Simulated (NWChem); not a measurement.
## Setting up triplet SiH4 in NWChem

SiH4: 5 atoms, total charge 0, spin state triplet. As SMILES of the parent species, `[SiH4]`. Geometry: relaxed at PBE0-D4/def2-TZVP. That shape belongs to the parent species and isn't relaxed for this state.

```xyz
5

Si    0.0000    0.0000   -0.0001
H     0.9676   -0.6884    0.8909
H    -1.3310    0.0449    0.6560
H    -0.1051   -0.7403   -1.2826
H     0.4685    1.3838   -0.2642
```

Settings wanted:

| Setting | Value |
| --- | --- |
| task | energy |
| method | MP2 |
| basis set | cc-pVTZ |
| reference | UHF |
| frozen core orbitals | 5 |
| SCF convergence threshold | 1e-08 |
| iteration cap | 80 |
| module | mp2 |

Q: Write the NWChem 7.3.0 input and the command.

A: One that was run (others would do as well):

work.nw:
```
start work
title "H4Si"
memory stack 880 mb heap 220 mb global 1100 mb
charge 0

geometry noautosym nocenter noautoz
  Si       0.000000       0.000000      -0.000100
  H        0.967600      -0.688400       0.890900
  H       -1.331000       0.044900       0.656000
  H       -0.105100      -0.740300      -1.282600
  H        0.468500       1.383800      -0.264200
end

basis spherical bse
  * library cc-pVTZ
end

scf
  triplet
  uhf
  thresh 1e-08
  maxiter 80
  noprint "final vectors analysis"
end

mp2
  freeze core 5
  tight
end

task mp2
```

```bash
$ nwchem work.nw > work.out
```

Calculated total energy: -291.07351 Eh.
